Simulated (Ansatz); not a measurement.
Working through a test of scalar relativity of AlB (charge +1)

Program: Ansatz 0.2.0, Python API.

Notebook, run cell by cell (the value of a cell's last expression is shown):

In [1]:
```python
import ansatz as az
from ase import Atoms
import numpy as np
```

In [2]:
```python
atoms = Atoms(["Al", "B"], positions=[
    [0.0, 0.0, 0.0],
    [0.0, 0.0, 2.11],
])
geometry = az.Crystal.molecule_from_ase(atoms)
```

In [3]:
```python
calculation = (
    geometry.calculation()
    .functional("b3lyp", dispersion="d4")
    .charge(1)
    .spin("collinear", total=1)
    .forces()
)
sets = {"none": "cc-pVTZ", "scalar": "cc-pVTZ-DK"}
found = {kind: calculation.basis(gaussian=basis).pseudopotentials(relativity=kind).run().report for kind, basis in sets.items()}
for kind, each in found.items():
    dipole = 4.803205 * np.linalg.norm(each["charge_distribution"]["dipole_moment_e_ang"])
    print(f"{kind:7s} E = {each['free_energy_ev']:.4f} eV  dipole {dipole:.3f} D  largest force component {np.abs(each['forces_ev_ang']).max():.4f} eV/A")
print(f"relativity lowers the total energy by {found['none']['free_energy_ev'] - found['scalar']['free_energy_ev']:.3f} eV")
```
```text
none    E = -7261.2140 eV  dipole 0.475 D  largest force component 1.4086 eV/A
scalar  E = -7273.3917 eV  dipole 0.474 D  largest force component 1.4163 eV/A
relativity lowers the total energy by 12.178 eV
```

Caveats:
- Total energies depend on the basis set; only differences at equal settings carry meaning.
- The geometry is a force-field or estimated start, not a minimum of this method. The basis set changes with the Hamiltonian (a set recontracted for scalar relativity), and most of the change in the total lies in the cores.
- The species is open-shell (spin multiplicity 2).
- The expectation value of S² is noticeably off S(S+1) in at least one run, so that state is spin-contaminated.
- An ion's dipole depends on the origin; the program takes it about the centre of nuclear charge.
- b3lyp holds the VWN-RPA fit, as in Gaussian; the form of ORCA and Turbomole is b3lyp5.
- The spin state was assumed, and another may lie lower.
- It ran for 6.7 s on 1 thread of Arm Neoverse V1 (shared host), peak memory 0.21 GiB.
